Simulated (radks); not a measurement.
# Valence configurations of O³⁺

NIST gives [He] 2s2 2p1 as the ground configuration of O³⁺. Does this level of theory agree? Several fillings of the valence shells are run.

Method: scalar-relativistic Kohn-Sham, PBEsol, spin-polarised, spherical densities, finite nucleus; open shells are filled with parallel spins first. Code: radks (a radial shooting solver on a logarithmic mesh, Libxc functionals) version 1.

## Step 1: Starting point

```
element            : oxygen (Z = 8)
charge             : +3
electrons          : 5
configuration      : [He] 2s2 2p1
nuclear rms radius : 2.6991 fm
others tried       : 2s1 2p2; 2s1.5 2p1.5; 2p3; 2s0.5 2p2.5
```

The outer shells:

O³⁺
```
[He] core
2s [↑↓]
2p [↑ ][  ][  ]
```

## Step 2: [He] 2s2 2p1

Settings of this run:

```text
Z 8
configuration [He] 2s2 2p1
relativity scalar-relativistic
functional pbe_sol,pbe_sol
spin polarised
nucleus finite rms 2.6991 fm
c 137.035999084
```

## Step 3: [He] 2s1 2p2

Input: that of step 2 with these lines changed.

```diff
@@ -1,3 +1,3 @@
 Z 8
-configuration [He] 2s2 2p1
+configuration [He] 2s1 2p2
 relativity scalar-relativistic
```

## Step 4: [He] 2s1.5 2p1.5

Input: that of step 3 with these lines changed.

```diff
@@ -1,3 +1,3 @@
 Z 8
-configuration [He] 2s1 2p2
+configuration [He] 2s1.5 2p1.5
 relativity scalar-relativistic
```

## Step 5: [He] 2p3

Input: that of step 4 with these lines changed.

```diff
@@ -1,3 +1,3 @@
 Z 8
-configuration [He] 2s1.5 2p1.5
+configuration [He] 2p3
 relativity scalar-relativistic
```

## Step 6: [He] 2s0.5 2p2.5

Input: that of step 5 with these lines changed.

```diff
@@ -1,3 +1,3 @@
 Z 8
-configuration [He] 2p3
+configuration [He] 2s0.5 2p2.5
 relativity scalar-relativistic
```

**Question.** What will these runs give? Wanted: for each run, valence; E − E(NIST configuration); moment; highest level; its energy; 1s shift.

The runs gave:

| valence | E − E(NIST configuration) (eV) | moment (μB) | highest level | its energy (eV) | 1s shift (eV) |
| --- | --- | --- | --- | --- | --- |
| 2s2 2p1 | 0.000 | 1 | 2p up | -66.111 | +0.00 |
| 2s1.5 2p1.5 | 4.922 | 2 | 2p up | -66.721 | +0.68 |
| 2s1 2p2 | 7.920 | 3 | 2p up | -67.041 | +1.65 |
| 2s0.5 2p2.5 | 15.172 | 3 | 2p up | -66.664 | +2.57 |
| 2p3 | 22.421 | 3 | 2p up | -66.285 | +3.49 |

Theory agrees with NIST among these: the next, 2s1.5 2p1.5, lies 4.922 eV higher. The energies are those of spherical high-spin densities, not of single terms. The 1s eigenvalue shifts by up to 3.49 eV as the valence charge is rearranged.
